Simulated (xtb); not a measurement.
xtb input:

```bash
xtb mol.xyz --gfnff --opt tight --chrg 0 --uhf 0
```
mol.xyz:
```
13

N      0.00263079     0.00150205     0.36900491
C      0.00339631     1.38522928    -0.06543536
C      1.19749666    -0.69632477    -0.06547556
C     -1.20217131    -0.68963439    -0.04839455
H     -0.00415039     1.48850833    -1.16610490
H      0.89147566     1.89250279     0.31476132
H     -0.87633860     1.89743154     0.32734475
H      1.28282323    -0.75494226    -1.16614821
H      1.19556909    -1.71431502     0.32727501
H      2.08370014    -0.18578123     0.31472119
H     -1.30348316    -0.74773152    -1.14773870
H     -2.08001233    -0.17417261     0.34435879
H     -1.20032911    -1.70763515     0.34432918
```

Task: Which total energy does the run end on?

Result: -1.80529 Eh (GFN-FF).
